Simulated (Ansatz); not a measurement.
H3NSSi (`N[Si]S`), 6 atoms. Charge 0, multiplicity 1. All runs use 4 threads of an Arm Neoverse V2 on a shared host. Correlated methods freeze the cores. Open-shell runs search over several starts.

(1) How many basis functions does each run have, and how long does it take in Ansatz? UKS ωB97M-V/def2-TZVPP energy of the cation; RKS ωB97M-V/def2-SVP energy; RKS B97M-V/def2-TZVPP energy; RKS PBE-QIDH (frozen core)/def2-TZVPP energy; RHF-CCSD(T)/cc-pV(Q+d)Z energy; UHF-CCSD(T)/def2-TZVPP energy of the cation; RHF-CCSD(T)/cc-pV(T+d)Z energy; RKS ωB97M-V/def2-QZVPP energy; UKS PBE0-D4/def2-TZVPP energy of the cation; UHF-MP2/def2-QZVPP energy of the cation; RKS PBE0-D4/def2-TZVP frequencies; RHF-CCSD(T)/def2-SVP energy. (Best estimate.)

## Answers

(1) Ansatz gave: Other jobs shared the machine, so times are rough.

| level | job | functions | wall time | peak host memory (GiB) |
| --- | --- | --- | --- | --- |
| RHF-CCSD(T)/def2-SVP | energy | 65 | 0.5 s | 0.15 |
| RKS PBE-QIDH (frozen core)/def2-TZVPP | energy | 157 | 1.6 s | 0.25 |
| RKS ωB97M-V/def2-SVP | energy | 65 | 1.8 s | 0.17 |
| UKS PBE0-D4/def2-TZVPP | energy of the cation | 157 | 2.3 s | 0.37 |
| RKS B97M-V/def2-TZVPP | energy | 157 | 2.7 s | 0.22 |
| RKS ωB97M-V/def2-QZVPP | energy | 287 | 6 s | 0.76 |
| RHF-CCSD(T)/cc-pV(T+d)Z | energy | 150 | 6.5 s | 0.89 |
| UKS ωB97M-V/def2-TZVPP | energy of the cation | 157 | 10 s | 0.55 |
| RKS PBE0-D4/def2-TZVP | frequencies | 123 | 22 s | 0.21 |
| UHF-MP2/def2-QZVPP | energy of the cation | 287 | 23 s | 0.93 |
| UHF-CCSD(T)/def2-TZVPP | energy of the cation | 157 | 31 s | 2.4 |
| RHF-CCSD(T)/cc-pV(Q+d)Z | energy | 273 | 68 s | 6.8 |
